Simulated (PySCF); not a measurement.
Compound: C6H10.
Geometry (PBE0-D3(BJ)/def2-SVP, Å), atoms numbered from 1 in this order:
```
atom  x, y, z in Å
C1    -2.5081   -0.6319    0.0112
C2    -1.3066   -0.1295    0.3001
C3    -0.0668   -0.3395   -0.5003
C4     1.1728   -0.7312    0.3509
C5     1.6499    0.7318    0.3034
C6     0.6747    0.9782   -0.8621
H7    -2.6629   -1.2625   -0.8708
H8    -3.3796   -0.4353    0.6412
H9    -1.1981    0.4978    1.1964
H10   -0.2875   -1.0054   -1.3496
H11    1.8419   -1.4070   -0.2026
H12    0.9741   -1.1758    1.3383
H13    2.7193    0.9114    0.1170
H14    1.3671    1.2914    1.2084
H15    1.1689    0.9023   -1.8424
H16    0.0769    1.9025   -0.8478
```

All values: CAM-B3LYP/def2-SVPD (PySCF, non-relativistic), on one gas-phase PBE0-D3(BJ)/def2-SVP geometry that isn't relaxed in the solvent. The solvent is an IEF-PCM continuum (cavity from Bondi-type radii × 1.2). Only the electrostatic response of the medium enters.

Gas phase at CAM-B3LYP/def2-SVPD: HOMO -8.56 eV, LUMO 1.42 eV, dipole 0.47 D.

**Question.** What does the continuum do to the energy, the frontier levels and the dipole at CAM-B3LYP/def2-SVPD in dichloromethane and acetone?

**Answer.** 
```json
{"solvent": "dichloromethane", "ε": "8.93", "E(solvent) − E(gas) (kJ/mol)": "-5.54", "polarisation term (kJ/mol)": "-5.97", "distortion of the solute (kJ/mol)": "0.43", "HOMO (eV)": "-8.56", "LUMO (eV)": "1.43", "dipole (D)": "0.63"}
{"solvent": "acetone", "ε": "20.49", "E(solvent) − E(gas) (kJ/mol)": "-6.22", "polarisation term (kJ/mol)": "-6.79", "distortion of the solute (kJ/mol)": "0.57", "HOMO (eV)": "-8.57", "LUMO (eV)": "1.43", "dipole (D)": "0.65"}
```

The polarisation term is half the interaction of the solute with the surface charges that it induces; the rest is the cost of distorting the solute's density. The sum is the electrostatic part of solvation alone. From dichloromethane to acetone the lowering changes by a factor 1.12, Onsager's factor (ε − 1)/(2ε + 1) by 1.10 and ε itself by 2.3.

**Question.** How does the static polarisability (CAM-B3LYP/def2-SVPD, frozen core, with the continuum's full static response) change?

**Answer.** 
```json
{"medium": "gas", "isotropic (au)": "71.6", "principal values (au)": "62.4, 62.6, 89.8", "⟨r²⟩ of the electrons (bohr²)": "653.1"}
{"medium": "dichloromethane", "isotropic (au)": "92.9", "principal values (au)": "81.9, 82.8, 113.9", "⟨r²⟩ of the electrons (bohr²)": "653.0"}
{"medium": "acetone", "isotropic (au)": "95.9", "principal values (au)": "84.9, 86.1, 116.8", "⟨r²⟩ of the electrons (bohr²)": "653.0"}
```

The isotropic value in acetone is 1.34 times the gas-phase one; no cavity-field correction is applied. ⟨r²⟩ is taken about the centre of nuclear charge.

Time: 26 s of wall time; peak memory 1.0 GiB. Hardware: an Arm Neoverse V2 with one thread (shared host). This is the whole response run at CAM-B3LYP/def2-SVPD in acetone, SCF included.
